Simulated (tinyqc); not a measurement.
Worked calculation: coupled-perturbed Hartree-Fock on RHF in the sto-3g basis, for BH3, spin multiplicity 1. One step of it, computed by the program tinyqc.

Problem. Response to a field: uncoupled start. Field along y; U_ai = -mu_ai / (e_a - e_i), alpha = -4 sum U_ai mu_ai.

orbital energies (hartree): [-7.425331, -0.630535, -0.431713, -0.431694, 0.243208, 0.567470, 0.660935, 0.660991]

dipole integrals <a|y|i> (bohr), order a5, a6, a7, a8:
```
[[0.000000, 0.000000, 0.000000, -0.007144],
 [0.000000, 0.000000, 0.000000, -0.810926],
 [0.108091, -0.230866, 0.739563, 0.000000],
 [0.000000, 0.000000, 0.000000, 0.737717]]
```

Give: uncoupled U; uncoupled polarisability.

Solution.

uncoupled U, order a5, a6, a7, a8:
```
[[0.0000, 0.0000, 0.0000, 0.0106],
 [0.0000, 0.0000, 0.0000, 0.8116],
 [-0.0134, 0.1788, -0.6769, 0.0000],
 [0.0000, 0.0000, 0.0000, -0.6751]]
```

uncoupled polarisability = 6.7983 bohr^3
